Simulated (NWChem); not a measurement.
## Total energies of Cl$_{2}$ (+1)

```
Cl
Cl 1 1.9598
```
Charge +1, spin multiplicity 2.

All runs are NWChem calculations. Structure: optimised with UPBE/def2-SVP, a minimum by its harmonic frequencies.

Basis set: 6-31G* (36 functions).

```json
[
 {"method": "UHF", "total energy (Ha)": "-918.49435"},
 {"method": "UMP2", "total energy (Ha)": "-918.75212"},
 {"method": "UB2PLYP", "total energy (Ha)": "-919.59756"},
 {"method": "UPBE", "total energy (Ha)": "-919.52490"},
 {"method": "UB3LYP", "total energy (Ha)": "-919.91943"},
 {"method": "UTPSS", "total energy (Ha)": "-919.93965"}
]
```

Total energies of different functionals aren't comparable as a measure of quality: only differences taken within one method are. 

The correlated methods keep 10 core orbitals frozen. B3LYP has NWChem's definition, with VWN1-RPA local correlation. The Pople sets run with spherical d functions. The structure started from a generated list of species. The unpaired electrons of the parent sit in orbitals of symmetry b2g (D2h labels of the run); other states weren't searched. The stability of the SCF solutions was not checked. Open-shell Hartree-Fock references start from PBE0 orbitals.
